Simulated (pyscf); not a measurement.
## Four-centre exchange: Cl–SiH(Cl)–Cl (SMILES Cl[SiH](Cl)Cl) + NH₃ (SMILES N) -> HCl (SMILES Cl) + H₂N–SiH(Cl)–Cl (SMILES N[SiH](Cl)Cl)

Gas phase, singlet surface, charge 0. Bonds broken: Cl1–Si2, N6–H7. Bonds formed: Cl1–H7, Si2–N6. PySCF, gas phase, ωB97X-D3(BJ)/def2-SVP geometries.

Transition state (Å):

```xyz
9

Cl     1.3705    -0.4324     1.0720
Si    -1.3453    -0.3744     0.1198
Cl    -1.0223    -2.2286    -0.6365
Cl    -3.1902     0.2198    -0.6205
H     -1.4159    -0.1613     1.5624
N     -0.2383     0.7794    -0.7825
H      0.7129     0.5030    -0.1556
H     -0.1344     0.5307    -1.7698
H     -0.5084     1.7639    -0.7133
```

One imaginary mode, 332i cm⁻¹; descent along it reached the two sides named, in the forms told below.

```csv
bond,change,reactant side (Å),saddle,product side
Cl1–Si2,breaks,2.105,2.9,3.7
N6–H7,breaks,1.022,1.172,1.934
Cl1–H7,forms,2.9,1.678,1.306
Si2–N6,forms,2.092,1.836,1.734
```

Electronic energies relative to the separated reactants (eV):

```json
[
 {"level": "ωB97X-D3(BJ)/def2-TZVP", "barrier": "0.59", "reaction energy": "+0.36", "reverse barrier": "0.23"},
 {"level": "PBE/def2-TZVP", "barrier": "0.51", "reaction energy": "+0.35", "reverse barrier": "0.15"},
 {"level": "r²SCAN/def2-TZVP", "barrier": "0.50", "reaction energy": "+0.33", "reverse barrier": "0.17"},
 {"level": "B3LYP-D3(BJ)/def2-TZVP", "barrier": "0.53", "reaction energy": "+0.31", "reverse barrier": "0.22"},
 {"level": "PBE0-D3(BJ)/def2-TZVP", "barrier": "0.47", "reaction energy": "+0.33", "reverse barrier": "0.13"},
 {"level": "M06-2X/def2-TZVP", "barrier": "0.54", "reaction energy": "+0.26", "reverse barrier": "0.27"},
 {"level": "ωB97M-D3(BJ)/def2-TZVP", "barrier": "0.57", "reaction energy": "+0.29", "reverse barrier": "0.28"},
 {"level": "HF/def2-TZVP", "barrier": "1.09", "reaction energy": "+0.25", "reverse barrier": "0.84"}
]
```

With ωB97M-D3(BJ)/def2-TZVP energies and thermal terms (ideal gas, 1 atm, RRHO with modes under 100 cm⁻¹ raised to 100, one conformer, R ln 2 for chiral ones without a mode under 150 cm⁻¹), in eV:

| T (K) | ΔH‡ | ΔG‡ | ΔH | ΔG |
|---|---|---|---|---|
| 298 | 0.52 | 0.97 | +0.21 | +0.18 |
| 600 | 0.53 | 1.42 | +0.24 | +0.14 |
| 900 | 0.55 | 1.86 | +0.27 | +0.08 |
| 1200 | 0.59 | 2.29 | +0.29 | +0.02 |

On the reactant side the descent ends in an adduct with a N–Si contact (not fully relaxed), 0.26 eV under the separated species and 0.84 eV under the saddle at ωB97X-D3(BJ)/def2-TZVP. On the product side the descent ends in a complex, 0.24 eV under the separated species and 0.46 eV under the saddle at ωB97X-D3(BJ)/def2-TZVP. What is counted as formed (N–Si) is already present as a longer contact in the reactant adduct; forming that adduct is a step of its own. This is the saddle that the search found; another between the same sides may lie lower.
